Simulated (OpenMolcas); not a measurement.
**One shape, several levels: BH2ClO (SMILES OBCl)**

We compute a comparison of 6 runs (HF/3-21G, HF/def2-SVPD, BHLYP/def2-SVPD, PBE/def2-SVPD, TPSS/def2-SVPD, MP2/def2-SVPD) of BH2ClO. 

Program for the calculation: OpenMolcas 26.06.

1 further run of the same task is left out (set aside as unsound or not needed).

## Step 1: The system as given

BH2ClO: 5 atoms, total charge 0, spin state singlet. As SMILES, `OBCl`. The B2–H5 distance was set to 1.783 Å, away from the relaxed value. At this shape a bond of the SMILES string is far longer than usual.

Bond lengths: O1–B2 1.340 Å, B2–Cl3 1.766 Å, O1–H4 0.963 Å. Angles: O1–B2–Cl3 121.0°, B2–O1–H4 113.9°. A long bond or contact: B2–H5 1.783 Å.

## Step 2: A single-point energy at HF/3-21G (run 1)

Contents of geom.xyz:

```xyz
5

O     -1.285480    -0.279626    -0.248268
B     -0.043180     0.201774    -0.107468
Cl     0.366420     1.834974    -0.640668
H     -1.899880     0.340174    -0.655068
H      1.223300    -0.815100     0.628600
```

Contents of job.input:

```
&GATEWAY
  BasLib = $CurrDir
  Coord = geom.xyz
  Basis = 3-21G
  Group = NoSym

&SEWARD

&SCF
  Thresholds = 1e-10 1e-07 1e-07 1e-05
  PrOrbitals = 1 1
```

The basis set 3-21G is read from a file made from the Basis Set Exchange's data (not shown).

On the command line:

```console
$ export MOLCAS_MEM=1860
$ pymolcas job.input > job.log
```

The log of the run:

```text
--- Start Module: gateway ---
[...]
--- Stop Module: gateway /rc=_RC_ALL_IS_WELL_ ---
--- Start Module: seward ---
[...]
      Basis functions           35
--- Stop Module: seward /rc=_RC_ALL_IS_WELL_ ---
--- Start Module: scf ---
[...]
       Convergence after  12 Iterations
[...]
::    Total SCF energy                               -557.4536594594
[...]
      Total spin, S                                     0.0000000000
[...]
      Total electronic charge=   32.000000
      Total            charge=   -0.000000
[...]
      Dipole Moment (debye):
      Origin of the operator (angstrom)=   -0.1392    0.9601   -0.4311
                   X= -1.9057E+00               Y=  2.4702E-01               Z= -6.0312E-01           Total=  2.0140E+00
      Quadrupole Moment (debye*angstrom):
[...]
--- Stop Module: scf /rc=_RC_ALL_IS_WELL_ ---
[...]
```

It took 1.5 s on 1 thread of Arm Neoverse V2, shared host; peak memory 0.37 GiB.

## Step 3: A single-point energy at HF/def2-SVPD (run 2)

Contents of input.xyz:

```xyz
5

O     -1.285480    -0.279626    -0.248268
B     -0.043180     0.201774    -0.107468
Cl     0.366420     1.834974    -0.640668
H     -1.899880     0.340174    -0.655068
H      1.223300    -0.815100     0.628600
```

Contents of job.input:

```
&gateway
baslib=$CurrDir
coord=input.xyz
basis=def2-SVPD
group=NoSym
&seward
&scf
thresholds=1e-10 1e-07 1e-07 1e-05
prorbitals=0
```

The basis set def2-SVPD is read from a file made from the Basis Set Exchange's data (not shown).

On the command line:

```console
$ export MOLCAS_MEM=1860
$ pymolcas job.input > job.log
```

The log of the run:

```text
--- Start Module: gateway ---
[...]
--- Stop Module: gateway /rc=_RC_ALL_IS_WELL_ ---
--- Start Module: seward ---
[...]
      Basis functions           86
--- Stop Module: seward /rc=_RC_ALL_IS_WELL_ ---
[...]
--- Start Module: scf ---
[...]
       Convergence after  13 Iterations
[...]
::    Total SCF energy                               -560.0208008612
[...]
      Total spin, S                                     0.0000000000
[...]
      Total electronic charge=   32.000000
      Total            charge=   -0.000000
[...]
      Dipole Moment (debye):
      Origin of the operator (angstrom)=   -0.1392    0.9601   -0.4311
                   X= -1.5022E+00               Y=  8.0538E-01               Z= -7.1546E-01           Total=  1.8485E+00
      Quadrupole Moment (debye*angstrom):
[...]
--- Stop Module: scf /rc=_RC_ALL_IS_WELL_ ---
[...]
```

It took 5.4 s on 1 thread of Arm Neoverse V2, shared host; peak memory 0.47 GiB.

## Step 4: A single-point energy at BHLYP/def2-SVPD (run 3)

Contents of coord.xyz:

```xyz
5

O     -1.285480    -0.279626    -0.248268
B     -0.043180     0.201774    -0.107468
Cl     0.366420     1.834974    -0.640668
H     -1.899880     0.340174    -0.655068
H      1.223300    -0.815100     0.628600
```

Contents of calc.input:

```
&GATEWAY
  BasLib
  $CurrDir
  Coord
  coord.xyz
  Basis
  def2-SVPD
  Group
  NoSym

&SEWARD
  GridInput
  Grid=UltraFine
  End of Grid

&SCF
  KSDFT
  HYB_GGA_XC_BHANDHLYP
  Thresholds
  1e-10 1e-07 1e-07 1e-05
  PrOrbitals
  1 2
```

The basis set def2-SVPD is read from a file made from the Basis Set Exchange's data (not shown).

On the command line:

```console
$ export MOLCAS_MEM=1860
$ pymolcas calc.input > calc.log
```

The log of the run:

```text
--- Start Module: gateway ---
[...]
--- Stop Module: gateway /rc=_RC_ALL_IS_WELL_ ---
--- Start Module: seward ---
[...]
      Basis functions           86
--- Stop Module: seward /rc=_RC_ALL_IS_WELL_ ---
[...]
--- Start Module: scf ---
[...]
       Convergence after  14 Iterations
[...]
::    Total KS-DFT energy                            -561.2381426636
[...]
      Total spin, S                                     0.0000000000
[...]
      Total electronic charge=   32.000000
      Total            charge=   -0.000000
[...]
      Dipole Moment (debye):
      Origin of the operator (angstrom)=   -0.1392    0.9601   -0.4311
                   X= -1.4777E+00               Y=  7.5980E-01               Z= -6.9106E-01           Total=  1.7996E+00
      Quadrupole Moment (debye*angstrom):
[...]
--- Stop Module: scf /rc=_RC_ALL_IS_WELL_ ---
[...]
```

Wall time 18 s (1 thread of Arm Neoverse V2, shared host); peak memory 0.47 GiB.

Runs 4 to 5 aren't shown in full; the table further down has their settings and results.

## Step 5: A single-point energy at MP2/def2-SVPD (run 6)

Contents of calc.inp:

```
&gateway
 baslib
 $CurrDir
 basisset
 O.def2-SVPD....
 O1 -1.285480 -0.279626 -0.248268 angstrom
 End of Basis
 basisset
 B.def2-SVPD....
 B2 -0.043180 0.201774 -0.107468 angstrom
 End of Basis
 basisset
 Cl.def2-SVPD....
 Cl3 0.366420 1.834974 -0.640668 angstrom
 End of Basis
 basisset
 H.def2-SVPD....
 H4 -1.899880 0.340174 -0.655068 angstrom
 H5 1.223300 -0.815100 0.628600 angstrom
 End of Basis

&seward

&scf
 thresholds
 1e-10 1e-07 1e-07 1e-05
 prorbitals
 1

&mbpt2
 frozen
 7
```

The basis set def2-SVPD is read from a file made from the Basis Set Exchange's data (not shown).

On the command line:

```console
$ export MOLCAS_MEM=1860
$ pymolcas calc.inp > calc.log
```

The log of the run:

```text
--- Start Module: gateway ---
[...]
--- Stop Module: gateway /rc=_RC_ALL_IS_WELL_ ---
[...]
      Basis functions           86
[...]
--- Start Module: scf ---
[...]
       Convergence after  14 Iterations
[...]
::    Total SCF energy                               -560.0208008612
[...]
      Total spin, S                                     0.0000000000
[...]
      Total electronic charge=   32.000000
      Total            charge=   -0.000000
[...]
      Dipole Moment (debye):
      Origin of the operator (angstrom)=   -0.1392    0.9601   -0.4311
                   X= -1.5022E+00               Y=  8.0538E-01               Z= -7.1546E-01           Total=  1.8485E+00
      Quadrupole Moment (debye*angstrom):
[...]
--- Stop Module: scf /rc=_RC_ALL_IS_WELL_ ---
[...]
--- Start Module: mbpt2 ---
[...]
WARNING!
Default frozen orbitals as non valence orbitals is overwritten by user input.
Default values:   7
[...]
       Reference weight ( Cref**2 )         =        0.86914
::    Total MBPT2 energy                             -560.4541352354
[...]
      Total MBPT2 calculations                           0.20      0.23
--- Stop Module: mbpt2 /rc=_RC_ALL_IS_WELL_ ---
[...]
```

Run time: 5.7 s. Hardware: 1 thread of Arm Neoverse V2, shared host; peak memory 0.47 GiB.

## Step 6: The series

| run | level | integration grid | frozen core orbitals | energy (Eh) | dipole moment (D) of the reference | HOMO energy (eV) | LUMO energy (eV) | wall time |
| --- | --- | --- | --- | --- | --- | --- | --- | --- |
| 1 | HF/3-21G | – | – | -557.453659 | 2.01 | -11.26 | 3.46 | 1.5 s |
| 2 | HF/def2-SVPD | – | – | -560.020801 | 1.85 | -11.29 | 1.74 | 5.4 s |
| 3 | BHLYP/def2-SVPD | UltraFine | – | -561.238143 | 1.80 | -9.55 | 0.29 | 18 s |
| 4 | PBE/def2-SVPD | UltraFine | – | -560.986095 | 1.86 | -7.19 | -1.74 | 20 s |
| 5 | TPSS/def2-SVPD | UltraFine | – | -561.329443 | 1.86 | -7.39 | -1.55 | 30 s |
| 6 | MP2/def2-SVPD | – | 7 | -560.454135 | 1.85 | -11.29 | 1.74 | 5.7 s |

## Step 7: What came out

```
                                          quantity          value
                               run 6: total energy  -560.45414 Eh
         run 6: dipole moment (mean-field density)         1.85 D
        run 6: HOMO energy (Hartree–Fock orbitals)      -11.29 eV
        run 6: LUMO energy (Hartree–Fock orbitals)        1.74 eV
      run 6: HOMO–LUMO gap (Hartree–Fock orbitals)       13.04 eV
run 6: correlation energy (7 core orbitals frozen)     -433.3 mEh
```

**Reading.** Over runs 1, 2, 3, 4, 5 the dipole moment (its size) runs from 1.80 D (BHLYP/def2-SVPD) to 2.01 D (HF/3-21G). The two ends differ in method and basis. Over runs 1, 2, 3, 4, 5 the HOMO–LUMO gap runs from 5.45 eV (PBE/def2-SVPD) to 14.72 eV (HF/3-21G). Totals of different functionals can't be ranked against each other. All runs together took 80 s, the longest 30 s.
